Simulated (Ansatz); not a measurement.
# Lattice parameter a of some phosphides, arsenides and antimonides, all zinc-blende

Method: BLYP in Ansatz (PAW). References are measured values corrected to a static lattice.

Values in Å.

| solid | reference | BLYP | error (%) |
|---|---|---|---|
| zinc-blende InP | 5.858 | 6.073 | +3.67 |
| zinc-blende InAs | 6.047 | 6.315 | +4.43 |
| zinc-blende GaP | 5.439 | 5.598 | +2.92 |
| zinc-blende InSb | 6.468 | 6.785 | +4.90 |
| zinc-blende BP | 4.525 | ? | ? |
| zinc-blende GaAs | 5.64 | 5.859 | +3.88 |
| zinc-blende AlAs | 5.649 | 5.796 | +2.60 |

Task: Estimate the withheld BLYP value.

Result: The errors of the other rows run from +2.60 % to +4.90 %, with a median of +3.78 %; carried to the reference 4.525 it gives 4.696 Å. The run gives 4.595 Å (+1.55 %), -2.15 % from the estimate, outside the range of the other rows; the row was drawn at random, and such an estimate is rough. Over these 7 solids the mean error is +3.42 %, the mean absolute error 3.42 % (median 3.67 %), and the worst case zinc-blende InSb at +4.90 %; the value is above the reference in 7 of 7 cases.

All these references are brought to a static lattice.

Spin–orbit coupling is left out, also for the solids with elements from indium on (zinc-blende InP, zinc-blende InAs, zinc-blende InSb); its size isn't shown.

Differences are worked out from the printed values.

Caveats: the cell is over a tenth larger than the published one: the level's own overestimate first of all, though another phase or state, or a fault of the published cell, is possible (zinc-blende InP, zinc-blende InAs, zinc-blende InSb, zinc-blende GaAs); the gap of the solid is closed in this run (zinc-blende InP, zinc-blende InAs, zinc-blende InSb, zinc-blende GaAs). Ansatz's density-functional and Hartree–Fock values are scalar-relativistic unless marked +SOC, with PAW data made under PBE.

Not in this set, of the phosphides, arsenides and antimonides with a reference value in our tables and a result at some level: 15 for a reference at room or unstated temperature; 1 for no value at BLYP (not run, a failed fit, an unstable or unbound cell, or a value held back for tests). These can be a level's best or worst cases. At least 3 more with a reference value are held back for tests. Solids without a released value at any level aren't counted. Layered and molecular crystals are counted apart.

References as tabulated in Mejia-Rodriguez and Trickey (2018), arXiv:1807.09216.

Ansatz is a quantum-chemistry and plane-wave program.
